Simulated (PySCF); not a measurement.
Problem. Write Cartesian coordinates for InChI=1S/C2H6/c1-2/h1-2H3 as optimised with PBE0-D3(BJ)/def2-TZVP.

Solution. 
```xyz
8
C2H6 angstrom
C     -0.7110    0.1360    0.1985
C      0.7247   -0.1411   -0.2119
H     -1.1587   -0.7297    0.6919
H     -1.3329    0.3794   -0.6662
H     -0.7716    0.9773    0.8931
H      1.3468   -0.3828    0.6532
H      1.1721    0.7244   -0.7062
H      0.7856   -0.9831   -0.9054
```

Orientation and origin are arbitrary. Atoms count from 1 in this order. 

Bonds between heavy atoms (Å): C1–C2 1.519.

Computed, not measured: PBE0-D3(BJ)/def2-TZVP geometry optimisation, gas phase in PySCF 2.14.0.

Point group: D3d (every atom within 0.08 Å of its image). No PBE0-D3(BJ)/def2-TZVP frequencies stand behind this structure, so it isn't proved a minimum.

---

Task: What does the GFN2-xTB structure of InChI=1S/C3H7F/c1-3(2)4/h3H,1-2H3 look like in three dimensions?

Result: 
```xyz
11
C3H7F angstrom
C     -1.190   -0.451    0.213
C     -0.117    0.535   -0.220
C      1.287   -0.036   -0.103
F     -0.203    1.662    0.585
H     -1.013   -0.763    1.239
H     -1.169   -1.324   -0.432
H     -2.172    0.011    0.154
H     -0.307    0.895   -1.240
H      1.479   -0.344    0.922
H      1.388   -0.896   -0.759
H      2.023    0.714   -0.384
```

Any rigid rotation of these coordinates is as good. Atoms count from 1 in this order. 

Bonds between heavy atoms (Å): C1–C2 1.520, C2–C3 1.520, C2–F4 1.387.

Structure optimised with GFN2-xTB, isolated species.

Point group: Cs (tolerance 0.08 Å). No GFN2-xTB frequencies stand behind this structure, so it isn't proved a minimum.

All values are computed, not measured.

---

**Question.** Give a GFN2-xTB geometry of propargyl chloride (`C#CCCl`).

**Answer.** 
```
atom  x, y, z in Å
C1     1.6542   -0.4729    0.1718
C2     0.4872   -0.2412    0.0396
C3    -0.9034    0.0954   -0.1114
Cl4   -1.1244    1.8844   -0.0163
H5     2.6716   -0.7013    0.2848
H6    -1.2806   -0.2189   -1.0857
H7    -1.5013   -0.3405    0.6902
```

Any rigid rotation of these coordinates is as good. Atoms count from 1 in this order. The 4 heavy atoms lie in one plane (0.000 Å rms). The 2 C–C bonds span 1.197 Å (C1≡C2, drawn triple) to 1.439 Å (C2–C3, drawn single), a spread of 0.242 Å.

Bonds between heavy atoms (Å): C1≡C2 1.197, C2–C3 1.439, C3–Cl4 1.805.

Structure optimised with GFN2-xTB, isolated species.

Point group: Cs (tolerance 0.08 Å). Not checked by GFN2-xTB frequencies.

All values are computed, not measured.

---

**Question.** Write a Z-matrix for `[I][Cr]([I])([I])[I]` [triplet] as optimised with PBE0-D3(BJ)/def2-SVP. (Triplet state.)

**Answer.** 
Z-matrix in Å and degrees, rows numbered from 1:
```
Cr
I   1  2.4792
I   1  2.4829  2  109.62
I   1  2.4784  2  109.12  3  -120.15
I   1  2.4784  2  108.88  3   120.34
```

Cr1 (chromium bonded to 4 I) is tetrahedral (angles from 108.9° to 110.0°).

Computed with PBE0-D3(BJ)/def2-SVP geometry optimisation, gas phase, def2 core potentials past Kr (PySCF).

Point group: Td (every atom within 0.08 Å of its image). No PBE0-D3(BJ)/def2-SVP frequencies stand behind this structure, so it isn't proved a minimum. ⟨S²⟩ = 2.426 (exact for a triplet: 2.00).

Time: 5.2 min wall; peak memory 0.69 GiB. Hardware: an Arm Neoverse V2 with one thread (shared host). These figures are those of the optimisation.
